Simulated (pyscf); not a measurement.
Elementary routes open to H₂B–NH–SiH₃ (SMILES BN[SiH3]) + HCl (SMILES Cl) in the gas phase (singlet surface):
A. H₂N–SiH₃ (SMILES N[SiH3]) + H₂B–Cl (SMILES BCl) (B–N, Cl–H broken; H–N, B–Cl formed)
B. H₃Si–Cl (SMILES [SiH3]Cl) + H₂B–NH₂ (SMILES BN) (N–Si, Cl–H broken; Cl–Si, H–N formed)

Structures and frequencies: ωB97X-D3(BJ)/def2-SVP in PySCF. MP2 and CC: frozen core, UHF for open shells. ΔMP2 is the change of the MP2 total energy from the triple- to the quadruple-zeta basis.

Problem. Rank the routes by free-energy barrier at 900 K, lowest first, for CCSD(T)/def2-TZVPP + ΔMP2(QZVPP) energies (ideal gas, 1 atm, RRHO with modes under 100 cm⁻¹ raised to 100, one conformer, R ln 2 for chiral ones without a mode under 150 cm⁻¹).

Solution. A (193.3 kJ/mol), B (239.0 kJ/mol)

Route A is the fastest of these, ahead of the next by 45.7 kJ/mol. The most stable products are those of B (ΔG = -42.7 kJ/mol), whose barrier is 45.7 kJ/mol higher: the kinetic and the thermodynamic product differ. At 298 K A is still the fastest. A: On the product side the descent ends in an adduct with a B–N contact (not fully relaxed), 112.0 kJ/mol under the separated species and 125.6 kJ/mol under the saddle at ωB97X-D3(BJ)/def2-TZVP. Only these routes are compared; each barrier is that of the saddle found, and lower ones may exist. The CCSD(T) − MP2 part came from Ansatz, without density fitting, on the same reference.
